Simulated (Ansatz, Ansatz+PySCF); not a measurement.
```json
{"atom": "C", "x (Å)": "0.0000", "y (Å)": "-0.3738", "z (Å)": "-0.0869"}
{"atom": "O", "x (Å)": "0.0000", "y (Å)": "-0.3334", "z (Å)": "1.0125"}
{"atom": "O", "x (Å)": "0.0000", "y (Å)": "0.6017", "z (Å)": "-0.8285"}
{"atom": "H", "x (Å)": "0.0000", "y (Å)": "-1.2301", "z (Å)": "-0.6440"}
{"atom": "H", "x (Å)": "0.0000", "y (Å)": "1.3272", "z (Å)": "-0.3065"}
```

RHF on singlet CH2O2 was run in several spherical basis sets with Ansatz (development build ahead of 0.2.0). Caution for RHF: no unrestricted run beside it, a lower state can exist.

Rank the basis sets by the total energy that they give, lowest first, with the distance from the lowest.
A. cc-pVTZ
B. def2-TZVP
C. def2-SVP
D. 6-31G(d)
E. cc-pVDZ

B (0.00 eV), A (0.20 eV), E (1.96 eV), D (2.58 eV), C (6.32 eV).

Totals follow the description of the cores as much as that of the bonds, so this order isn't one of quality for chemistry.
